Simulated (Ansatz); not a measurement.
# C3H5Cl: the cost of one run

Method: the settings change from run to run; program: Ansatz 0.2.0, Gaussian basis.

## Step 1: The molecule

The structure was relaxed beforehand with PBE0-D4 in a triple-zeta def2 set.

SMILES `C=C(C)Cl`, 9 atoms, charge 0, spin multiplicity 1.

Atoms are counted from 1 here; the program's logs count them from 0.

Bond lengths: C1–C2 1.323 Å, C1–H5 1.081 Å, C1–H6 1.083 Å, C2–C3 1.486 Å, C2–Cl4 1.739 Å, C3–H7 1.093 Å, C3–H8 1.093 Å, C3–H9 1.091 Å. Angles: C2–C1–H5 122.1°, C2–C1–H6 119.5°, H5–C1–H6 118.4°, C1–C2–C3 126.4°, C1–C2–Cl4 119.8°, C3–C2–Cl4 113.8°, C2–C3–H7 110.6°, C2–C3–H8 110.6°, C2–C3–H9 110.3°, H7–C3–H8 107.3°, H7–C3–H9 109.0°, H8–C3–H9 109.0°.

Geometry (Å):

```xyz
9
charge 0, multiplicity 1
C    -0.2217    1.2971   -0.4759
C    -0.1808   -0.0248   -0.4292
C     0.3333   -0.8522    0.6934
Cl   -0.7679   -0.9570   -1.7753
H    -0.6123    1.8296   -1.3323
H     0.1452    1.8729    0.3652
H    -0.4498   -1.5122    1.0749
H     1.1575   -1.4865    0.3577
H     0.6849   -0.2132    1.5044
```

## Step 2: HSE06/aug-pcseg-2

This run has atoms shaken by 0.15 Å, D4 dispersion.

in.yaml

```yaml
crystal:
  periodic: [false, false, false]
  atoms:
    - {symbol: C, position_ang: [-0.305054, 1.286260, -0.395923]}
    - {symbol: C, position_ang: [-0.260782, 0.010380, -0.288264]}
    - {symbol: C, position_ang: [0.507469, -0.916030, 1.019026]}
    - {symbol: Cl, position_ang: [-0.723772, -1.194899, -1.490615]}
    - {symbol: H, position_ang: [-0.572227, 1.872412, -1.464486]}
    - {symbol: H, position_ang: [0.163576, 2.194520, 0.167608]}
    - {symbol: H, position_ang: [-0.563575, -1.615859, 0.989482]}
    - {symbol: H, position_ang: [1.130344, -1.521374, 0.263182]}
    - {symbol: H, position_ang: [0.488682, -0.356848, 1.644911]}
basis:
  gaussian: {orbitals: aug-pcseg-2}
hamiltonian: {xc: {name: HSE06}, dispersion: d4}
```

Launch:

```bash
$ ansatz run in.yaml --threads 2 --pin off --events-out ev --progress --plain --max-ram 4352MiB
```

**Question.** How long does this run take on 2 threads of Arm Neoverse N1, shared host, and how much memory does it need?

About 12 s, with a peak of 0.66 GiB.
